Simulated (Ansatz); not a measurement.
**A basis-limit estimate, worked out**

An elementary step of H2OF, doublet (HF + OH → H₂O + F; bonds formed: H1–O3; bonds broken: H1–F2). “Start” is the structure reached by relaxing down from the saddle towards the reactants; PBE0-D4/def2-TZVP structures. The saddle:

```
4
angstrom
H -0.4909 -0.1724 -0.1858
F -0.9098 1.0449 0.0207
O 0.3087 -0.6624 0.2549
H 1.0919 -0.2101 -0.0897
```

Computed with Ansatz 0.2.0 (basis: def2-TZVPP and def2-QZVPP); correlated methods freeze the cores; orbitals are unrestricted.

Energies in eV:

| quantity | saddle | start |
| --- | --- | --- |
| Hartree–Fock, triple zeta (X = 3) | -4773.74925 | -4775.48099 |
| Hartree–Fock, quadruple zeta (X = 4) | -4773.96692 | -4775.70541 |
| MP2 correlation, X = 3 | -13.17435 | -12.84635 |
| MP2 correlation, X = 4 | -14.38148 | -14.06583 |
| CCSD(T) correlation, X = 3 | -14.26912 | -13.60073 |

Q: Work out the barrier at the basis limit: extrapolate Hartree–Fock as E(X) = E∞ + A exp(−7.88 √X) and the MP2 correlation as E(X) = E∞ + B X^−2.97 (the exponents that Neese and Valeev fitted for def2-TZVPP and QZVPP), then add CCSD(T) − MP2 in triple zeta.

A: Each step is linear, so take the differences first (saddle − start): Hartree–Fock 1.73174 (X = 3) and 1.73849 (X = 4); MP2 correlation -0.32800 and -0.31565; CCSD(T) correlation -0.66839.
Two points give E∞ = E(4) + w [E(4) − E(3)], with w = 1/(exp(7.88 (2 − √3)) − 1) = 0.1377 for Hartree–Fock and w = 1/((4/3)^2.97 − 1) = 0.7407 for the correlation.
Hartree–Fock: 1.73849 + 0.1377 × 0.00675 = 1.7394 eV.
MP2 correlation: -0.31565 + 0.7407 × 0.01235 = -0.3065 eV.
CCSD(T) − MP2: -0.66839 − (-0.32800) = -0.3404 eV.
Sum: 1.7394 + (-0.3065) + (-0.3404) = 1.0925 eV, or 25.19 kcal/mol. Plain CCSD(T) in triple zeta gives 1.0634 eV, so the larger basis shifts the result by 0.0291 eV.

No T1 diagnostic of these runs exceeds 0.056. ⟨S²⟩ of the unrestricted Hartree–Fock references: 0.76 to 0.77 (a pure state has 0.75). The T1 diagnostic is large here, which may signal multireference character or strong orbital relaxation, so CCSD(T) is less sure.

For scale, one of the runs: CCSD(T)/def2-TZVPP, 90 basis functions, launched by `ansatz run in.yaml --threads 2 --pin off --events-out ev --progress --plain --max-ram 4352MiB`. Hardware: 2 CPU threads of an Arm Neoverse V1, shared host. Wall time about 10 s.
